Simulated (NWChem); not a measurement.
## diphosphorus (P2)

SMILES: P#P
```xyz
2

P      0.0000     0.0000     0.9455
P      0.0000     0.0000    -0.9455
```
Charge 0, spin multiplicity 1.

All runs are NWChem calculations. Structure: optimised with PBE0/def2-SVP, a minimum by its harmonic frequencies.

The field's frequency is 0.0773 Ha (589 nm). This basis has no diffuse functions, which lowers polarisabilities.

The correlated methods keep 10 core orbitals frozen. The Pople sets run with spherical d functions.

Give the polarisability tensor in bohr³ at CCSD linear response/6-31G* (spherical d), 10 core orbitals frozen, in the frame of the coordinates, and its isotropic mean.


```
22.16   0.00   0.00
 0.00  22.16   0.00
 0.00   0.00  65.99
```
Mean (one third of the trace): 36.77 bohr³.
